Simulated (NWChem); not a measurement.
Everything below was run with NWChem. System: tetrafluoromethane (CF₄), charge 0, spin multiplicity 1, at a geometry optimised with PBE/def2-SVP. Level: B3LYP/cc-pVTZ, VWN1-RPA local correlation.

Input file:

```
start mol
memory heap 200 mb stack 900 mb global 1100 mb
geometry units angstroms nocenter noautoz
  F      0.000000    -1.088892     0.769961
  C      0.000000     0.000000    -0.000003
  F      0.000000     1.088892     0.769961
  F      1.088898     0.000000    -0.769960
  F     -1.088898     0.000000    -0.769960
  symmetry group C2v
end
basis spherical
  * library cc-pvtz
end
dft
  xc b3lyp
  semidirect memsize 60000000 filesize 0
  iterations 100
end
task dft energy
```

Part of the output:

```
             Northwest Computational Chemistry Package (NWChem) 7.3.0
             --------------------------------------------------------

                                NWChem Input Module
                                -------------------

 Scaling coordinates for geometry "geometry" by  1.889725989
 (inverse scale =  0.529177249)

 Turning off AUTOSYM since
 SYMMETRY directive was detected!

                             Geometry "geometry" -> ""
                             -------------------------

 Output coordinates in angstroms (scale by  1.889725989 to convert to a.u.)

  No.       Tag          Charge          X              Y              Z
 ---- ---------------- ---------- -------------- -------------- --------------
    1 F                    9.0000     0.00000000    -1.08889200     0.76996100
    2 C                    6.0000     0.00000000     0.00000000    -0.00000300
    3 F                    9.0000     0.00000000     1.08889200     0.76996100
    4 F                    9.0000     1.08889800     0.00000000    -0.76996000
    5 F                    9.0000    -1.08889800     0.00000000    -0.76996000

 Effective nuclear repulsion energy (a.u.)     203.8010396475

            Nuclear Dipole moment (a.u.)
            ----------------------------
        X                 Y               Z
 ---------------- ---------------- ----------------
     0.0000000000     0.0000000000     0.0000000000

      Symmetry information
      --------------------

 Group name             C2v
 Group number             16
 Group order               4
 No. of unique centers     3

      Symmetry unique atoms

     1    2    4


 Summary of "ao basis" -> "" (spherical)
 ------------------------------------------------------------------------------
       Tag                 Description            Shells   Functions and Types
 ---------------- ------------------------------  ------  ---------------------
 *                          cc-pvtz                   on all atoms

                                 NWChem DFT Module
                                 -----------------

 Summary of "ao basis" -> "ao basis" (spherical)
 ------------------------------------------------------------------------------
       Tag                 Description            Shells   Functions and Types
 ---------------- ------------------------------  ------  ---------------------
 F                          cc-pvtz                 10       30   4s3p2d1f
 C                          cc-pvtz                 10       30   4s3p2d1f

 Summary of "ao basis" -> "ao basis" (spherical)
 ------------------------------------------------------------------------------
       Tag                 Description            Shells   Functions and Types
 ---------------- ------------------------------  ------  ---------------------
 F                          cc-pvtz                 10       30   4s3p2d1f
 C                          cc-pvtz                 10       30   4s3p2d1f

      Symmetry analysis of basis
      --------------------------

        a1         53
        a2         23
        b1         37
        b2         37

            General Information
            -------------------
          SCF calculation type: DFT
          Wavefunction type:  closed shell.
          No. of atoms     :     5
          No. of electrons :    42
           Alpha electrons :    21
            Beta electrons :    21
          Charge           :     0
          Spin multiplicity:     1
          Use of symmetry is: on ; symmetry adaption is: on
[...]
 d= 0,ls=0.0,diis     2   -437.2556537957  1.80D-01  4.05D-03  5.44D+00     2.5
 d= 0,ls=0.0,diis     3   -437.6583844630 -4.03D-01  6.02D-04  5.26D-02     2.8
 d= 0,ls=0.0,diis     4   -437.6606654450 -2.28D-03  2.39D-04  1.10D-02     3.1
 d= 0,ls=0.0,diis     5   -437.6613665017 -7.01D-04  9.80D-06  1.22D-05     3.4
 d= 0,ls=0.0,diis     6   -437.6613673949 -8.93D-07  5.96D-07  4.81D-08     3.6

         Total DFT energy =     -437.661367394879
      One electron energy =    -1012.994309802528
           Coulomb energy =      418.816428924594
    Exchange-Corr. energy =      -47.284526164452
 Nuclear repulsion energy =      203.801039647507

 Numeric. integr. density =       42.000001783479

     Total iterative time =      3.1s

                  Occupations of the irreducible representations
                  ----------------------------------------------

                     irrep           alpha         beta
                     --------     --------     --------
                     a1                9.0          9.0
                     a2                2.0          2.0
                     b1                5.0          5.0
                     b2                5.0          5.0

                       DFT Final Molecular Orbital Analysis
                       ------------------------------------

 Vector   19  Occ=2.000000D+00  E=-4.488542D-01  Symmetry=b1
              MO Center= -4.3D-14,  5.8D-11, -3.8D-01, r^2= 2.1D+00
   Bfn.  Coefficient  Atom+Function         Bfn.  Coefficient  Atom+Function
  ----- ------------  ---------------      ----- ------------  ---------------
   100      0.242564  4 F  pz               130     -0.242564  5 F  pz
    97      0.208202  4 F  pz               127     -0.208202  5 F  pz
   103      0.183180  4 F  pz               133     -0.183180  5 F  pz
     8     -0.171526  1 F  px                68     -0.171526  3 F  px
    98      0.171509  4 F  px               128      0.171509  5 F  px

 Vector   20  Occ=2.000000D+00  E=-4.488533D-01  Symmetry=b2
              MO Center=  1.1D-09, -1.5D-14,  3.8D-01, r^2= 2.1D+00
   Bfn.  Coefficient  Atom+Function         Bfn.  Coefficient  Atom+Function
  ----- ------------  ---------------      ----- ------------  ---------------
    10      0.242563  1 F  pz                70     -0.242563  3 F  pz
     7      0.208201  1 F  pz                67     -0.208201  3 F  pz
    13      0.183179  1 F  pz                73     -0.183179  3 F  pz
     9      0.171518  1 F  py                69      0.171518  3 F  py
    99     -0.171520  4 F  py               129     -0.171520  5 F  py

 Vector   21  Occ=2.000000D+00  E=-4.488530D-01  Symmetry=a2
              MO Center= -1.1D-09, -5.8D-11,  1.3D-05, r^2= 2.2D+00
   Bfn.  Coefficient  Atom+Function         Bfn.  Coefficient  Atom+Function
  ----- ------------  ---------------      ----- ------------  ---------------
     8      0.242566  1 F  px                68     -0.242566  3 F  px
    99      0.242562  4 F  py               129     -0.242562  5 F  py
     5      0.208203  1 F  px                65     -0.208203  3 F  px
    96      0.208200  4 F  py               126     -0.208200  5 F  py
    11      0.183180  1 F  px                71     -0.183180  3 F  px

 Vector   22  Occ=0.000000D+00  E= 1.256050D-01  Symmetry=a1
              MO Center=  7.1D-16, -1.2D-15, -9.6D-05, r^2= 2.8D+00
   Bfn.  Coefficient  Atom+Function         Bfn.  Coefficient  Atom+Function
  ----- ------------  ---------------      ----- ------------  ---------------
    34      2.455313  2 C  s                  4     -0.700666  1 F  s
    64     -0.700666  3 F  s                 94     -0.700719  4 F  s
   124     -0.700719  5 F  s                 32      0.431500  2 C  s
    12     -0.335987  1 F  py                72      0.335987  3 F  py
   101      0.336033  4 F  px               131     -0.336033  5 F  px

 Vector   23  Occ=0.000000D+00  E= 1.549357D-01  Symmetry=a1
              MO Center= -1.6D-15,  3.3D-16,  9.6D-05, r^2= 2.0D+00
   Bfn.  Coefficient  Atom+Function         Bfn.  Coefficient  Atom+Function
  ----- ------------  ---------------      ----- ------------  ---------------
    43      0.950629  2 C  pz                40      0.646902  2 C  pz
     4     -0.397439  1 F  s                 64     -0.397439  3 F  s
    94      0.397310  4 F  s                124      0.397310  5 F  s
    37      0.373774  2 C  pz                12     -0.304739  1 F  py
    72      0.304739  3 F  py               101     -0.304681  4 F  px

 Vector   24  Occ=0.000000D+00  E= 1.549364D-01  Symmetry=b2
              MO Center= -5.0D-16, -1.7D-16,  2.9D-02, r^2= 2.0D+00
   Bfn.  Coefficient  Atom+Function         Bfn.  Coefficient  Atom+Function
  ----- ------------  ---------------      ----- ------------  ---------------
    42      0.950609  2 C  py                39      0.646906  2 C  py
     4      0.561961  1 F  s                 64     -0.561961  3 F  s
    36      0.373774  2 C  py                13     -0.304706  1 F  pz
    73      0.304706  3 F  pz               102     -0.239451  4 F  py
   132     -0.239451  5 F  py                12      0.191469  1 F  py

 center of mass
 --------------
 x =   0.00000000 y =   0.00000000 z =   0.00000004

 moments of inertia (a.u.)
 ------------------
         321.768066544200           0.000000000000           0.000000000000
           0.000000000000         321.769839557299           0.000000000000
           0.000000000000           0.000000000000         321.770849699631

     Multipole analysis of the density
     ---------------------------------

     L   x y z        total         alpha         beta         nuclear
     -   - - -        -----         -----         ----         -------
     0   0 0 0     -0.000000    -21.000000    -21.000000     42.000000

     1   1 0 0      0.000000      0.000000      0.000000      0.000000
     1   0 1 0     -0.000000     -0.000000     -0.000000      0.000000
     1   0 0 1     -0.000006     -0.000003     -0.000003      0.000000

     2   2 0 0    -18.872097    -47.543910    -47.543910     76.215724
     2   1 1 0     -0.000000     -0.000000     -0.000000      0.000000
     2   1 0 1     -0.000000     -0.000000     -0.000000      0.000000
     2   0 2 0    -18.872095    -47.543489    -47.543489     76.214884
     2   0 1 1     -0.000000     -0.000000     -0.000000      0.000000
     2   0 0 2    -18.872077    -47.543241    -47.543241     76.214405

 Task  times  cpu:        3.7s     wall:        3.7s

 Total times  cpu:        3.7s     wall:        3.7s
```
